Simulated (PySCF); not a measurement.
2 CF₃ → CF₂ + CF₄

Level: PBE in the def2-TZVP basis family, all electrons, no relativity, computed in PySCF with density fitting; open shells unrestricted.

```json
{"species": "CF₃", "state and structure": "doublet, C3v, C–F 1.332 Å (×3); F–C–F 111.3° (×3)", "E (Eh)": "-337.39715", "ZPE (kJ/mol)": "30.3", "H(298 K) − H(0) (kJ/mol)": "11.7", "S° (J/(mol K))": "265.7"}
{"species": "CF₂", "state and structure": "singlet, C2v, C–F 1.318 Å (×2); F–C–F 104.6°", "E (Eh)": "-237.57582", "ZPE (kJ/mol)": "17.2", "H(298 K) − H(0) (kJ/mol)": "10.4", "S° (J/(mol K))": "241.4"}
{"species": "CF₄", "state and structure": "singlet, Td, C–F 1.337 Å (×4)", "E (Eh)": "-437.27681", "ZPE (kJ/mol)": "42.4", "H(298 K) − H(0) (kJ/mol)": "13.0", "S° (J/(mol K))": "263.3"}
```

(1) What is the electronic reaction energy?

(2) Add zero-point, thermal and entropy terms for 298.15 K and 1 bar.

Answers

(1) At PBE/def2-TZVP, ΔE = -153.1 kJ/mol from the differences of the total energies times 2625.5, downhill. The bond broken in CF₃ is weaker than the one that a second molecule gains.

(2) ΔZPE = -1.0 and Δ[H(298) − H(0)] = 0.0 kJ/mol give ΔH° = -154.1 kJ/mol. ΔS° = -26.7 J/(mol K), so ΔG° = -154.1 − 298.15 × (-0.0267) = -146 kJ/mol and log₁₀K = 25.6.

The structures come from searches over a few start shapes, so lower isomers are not excluded.
